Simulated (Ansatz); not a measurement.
Two shapes of singlet PH3.

Shape 1:

```xyz
4

P     0.0274   -0.0371    0.1495
H     1.1948   -0.0001   -0.6009
H    -0.6180    1.0376   -0.6968
H    -0.6345   -1.0155   -0.6784
```

Shape 2:

```xyz
4

P     0.0000    0.0000    0.1198
H     1.1008    0.0000   -0.5988
H    -0.5504    0.9533   -0.5988
H    -0.5504   -0.9533   -0.5988
```

Basis set: def2-TZVP (spherical functions). Correlated methods keep 5 orbitals frozen. Charge 0, multiplicity 1.

Computed with Ansatz (development build ahead of 0.2.0); each method stands on the lowest determinant of its kind that the runs found.

(1) Which shape is lower in energy, and by how much in each method?

Results:

(1)

```csv
method,E(2) − E(1) (eV)
RHF,0.192
RHF-MP2,0.238
```

Shape 1 is lower.
